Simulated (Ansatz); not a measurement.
# C₄H₃N: how energies converge with the basis set

Aim: see how fast density functionals and correlated methods converge with the basis set for C₄H₃N.

Computed with Ansatz 0.2.0, Gaussian basis. Level: one geometry, several basis sets.

Plan: PBE0-D4/def2-SVP; ωB97M-V/def2-SVP; PBE0-D4/def2-QZVPP; ωB97M-V/def2-QZVPP; CCSD(T)/cc-pV(D+d)Z; CCSD(T)/cc-pV(T+d)Z; CCSD(T)/cc-pV(Q+d)Z; the functionals' def2-TZVPP values are taken from earlier runs.

### Step 1. The geometry

An earlier PBE0-D4 in a triple-zeta def2 set relaxation fixed the geometry.

SMILES `C#CCC#N`, 8 atoms, charge 0, spin multiplicity 1.

Atoms are counted from 1 here; the program's logs count them from 0.

Bond lengths: C1–C2 1.197 Å, C1–H6 1.065 Å, C2–C3 1.455 Å, C3–C4 1.460 Å, C3–H7 1.095 Å, C3–H8 1.095 Å, C4–N5 1.148 Å. Angles: C2–C1–H6 179.7°, C1–C2–C3 179.4°, C2–C3–C4 113.0°, C2–C3–H7 110.2°, C2–C3–H8 110.2°, C4–C3–H7 108.3°, C4–C3–H8 108.3°, H7–C3–H8 106.7°, C3–C4–N5 179.0°.

### Step 2. PBE0-D4 in def2-SVP

The input, in.yaml:

```yaml
crystal:
  periodic: [false, false, false]
  atoms:
    - {symbol: C, position_ang: [-0.663170, 1.869212, 0.133493]}
    - {symbol: C, position_ang: [-0.230053, 0.758319, 0.240740]}
    - {symbol: C, position_ang: [0.298183, -0.589945, 0.384897]}
    - {symbol: C, position_ang: [0.347063, -1.320757, -0.878153]}
    - {symbol: N, position_ang: [0.393245, -1.911498, -1.861546]}
    - {symbol: H, position_ang: [-1.049015, 2.856445, 0.033343]}
    - {symbol: H, position_ang: [-0.314431, -1.162367, 1.089561]}
    - {symbol: H, position_ang: [1.310377, -0.556510, 0.801866]}
basis:
  gaussian: {orbitals: def2-SVP}
hamiltonian: {xc: pbe0, dispersion: d4}
output: {orbitals: {seedname: orbitals}}
```

The run is started by

```bash
ansatz run in.yaml --threads 2 --pin off --events-out ev --progress --plain --max-ram 32768MiB --backend cpu
```

Further steps of the session: ωB97M-V in def2-SVP; PBE0-D4 in def2-QZVPP; ωB97M-V in def2-QZVPP; CCSD(T) in cc-pV(D+d)Z; CCSD(T) in cc-pV(T+d)Z; CCSD(T) in cc-pV(Q+d)Z.

**Question.** What will the summary of the whole plan be? Wanted: MP2 correlation recovered, cc-pV(D+d)Z; MP2 correlation recovered, cc-pV(T+d)Z; MP2 correlation recovered, cc-pV(Q+d)Z; CCSD(T) limit from def2 sets; PBE0-D4: double and triple zeta above quadruple; ωB97M-V: double and triple zeta above quadruple.

The runs gave:

| quantity | value |
| --- | --- |
| MP2 correlation recovered, cc-pV(D+d)Z | 74.2 % |
| MP2 correlation recovered, cc-pV(T+d)Z | 90.2 % |
| MP2 correlation recovered, cc-pV(Q+d)Z | 95.9 % |
| CCSD(T) limit from def2 sets (earlier runs) less the limit of this series | 20 meV |
| PBE0-D4: double and triple zeta above quadruple | 6.65, 0.30 eV |
| ωB97M-V: double and triple zeta above quadruple | 6.89, 0.27 eV |

What this shows: For PBE0-D4 the step from double to triple zeta gains 6.35 eV and the next only 0.30 eV. Correlation climbs from 74 % (cc-pV(D+d)Z) to 96 % (cc-pV(Q+d)Z) of the limit; Hartree-Fock is 0.110 eV from its own by then. A limit from the def2 sets, made apart, differs by 20 meV, a least measure of the doubt on such a limit. Total energies overstate the basis error of differences, where much of it tends to cancel. The LUMO of ωB97M-V is positive and keeps falling with the basis (2.55 to 1.38 eV): an unbound level that the basis holds in place.
